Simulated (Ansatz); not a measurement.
**C2H2OS (SMILES C=C1OS1): functionals against CCSD(T) at one geometry**

An exercise on one series of results from a longer session: the logs are not shown, and one member is left open.

Method: single points in def2-TZVPP; program: Ansatz 0.2.0, Gaussian basis.

Cores are frozen in the correlated methods.

### The system as given

SMILES `C=C1OS1`, 6 atoms, charge 0, spin multiplicity 1.

Atoms are counted from 1 here; the program's logs count them from 0.

Bond lengths: C1–C2 1.218 Å, C1–H5 1.070 Å, C1–H6 0.993 Å, C2–O3 1.358 Å, C2–S4 1.738 Å, O3–S4 1.589 Å. Angles: C2–C1–H5 125.6°, C2–C1–H6 120.9°, H5–C1–H6 112.6°, C1–C2–O3 146.3°, C1–C2–S4 153.2°, O3–C2–S4 60.3°, C2–O3–S4 71.8°, C2–S4–O3 47.9°.

Geometry (Å):

```xyz
6
charge 0, multiplicity 1
C     0.4016    0.5940    0.4118
C    -0.2714   -0.2413   -0.1647
O    -0.7501   -1.5124   -0.1519
S    -1.1705   -0.8373   -1.5280
H     0.9280    0.4427    1.3311
H     0.6480    1.4472   -0.0331
```

The first run:

run/in.yaml reads:

```yaml
crystal:
  periodic: [false, false, false]
  atoms:
    - {symbol: C, position_ang: [0.401600, 0.594000, 0.411800]}
    - {symbol: C, position_ang: [-0.271400, -0.241300, -0.164700]}
    - {symbol: O, position_ang: [-0.750100, -1.512400, -0.151900]}
    - {symbol: S, position_ang: [-1.170500, -0.837300, -1.528000]}
    - {symbol: H, position_ang: [0.928000, 0.442700, 1.331100]}
    - {symbol: H, position_ang: [0.648000, 1.447200, -0.033100]}
basis:
  gaussian: {orbitals: def2-TZVPP}
correlation: {method: ccsd_t}
output: {forces: true}
```

The command line of these runs was not kept.

Steps of the session up to this table: CCSD(T)/def2-TZVPP; PBE0-D4/def2-TZVPP; wB97M-V/def2-TZVPP; r2SCAN-D4/def2-TZVPP; PBE-D4/def2-TZVPP; CAM-B3LYP-D4/def2-TZVPP; revPBE-D4/def2-TZVPP.

One of the session's tables, all rows but one given; the rest of the session is left out.

| method | RMS force component (eV/Å) | angle to CCSD(T) forces (°) | dipole (D) |
| --- | --- | --- | --- |
| CCSD(T) | 3.423 | reference | 1.46 |
| PBE0-D4 | 3.189 | 4.3 | 1.50 |
| wB97M-V | 3.178 | 2.7 | 1.48 |
| r2SCAN-D4 | 3.247 | 3.0 | 1.50 |
| PBE-D4 | 3.340 | 3.9 | 1.42 |
| CAM-B3LYP-D4 | 3.103 | 4.0 | 1.53 |
| revPBE-D4 | ? | ? | ? |

Estimate the missing values for revPBE-D4.

As computed: RMS force component (eV/Å): 3.409; angle to CCSD(T) forces (°): 4.3; dipole (D): 1.40. In the column «RMS force component (eV/Å)» it lies between PBE-D4 (3.340) and CCSD(T) (3.423).
